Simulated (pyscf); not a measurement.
Thermochemistry of product channels of O=Ge=O + hydrogen (H₂) on the singlet surface, in kJ/mol, from ωB97M-D3(BJ)/def2-TZVP energies (ideal gas, 1 atm, RRHO with modes under 100 cm⁻¹ raised to 100, one conformer, R ln 2 for rigid chiral ones). Single points on ωB97X-D3(BJ)/def2-SVP structures (PySCF, gas phase).

```csv
products,ΔE,ΔH(298 K),ΔG(900 K),ΔG(1200 K)
O=Ge: [singlet] + water (H₂O),-215.7,-195.6,-224.0,…
O=GeH–OH,-196.1,-179.9,-91.9,…
```

Task: Complete the blanks.

Result: 
- O=Ge: [singlet] + water (H₂O), ΔG(1200 K): -230.1
- O=GeH–OH, ΔG(1200 K): -61.6

These are energies of the channels, which say nothing of barriers. O=GeH–OH lies 178.7 kJ/mol over its isomer HO–Ge:–OH [singlet], and others may lie lower still (electronic energy, ωB97M-D3(BJ)). Elements up to Kr have no core potential and no relativistic terms here.
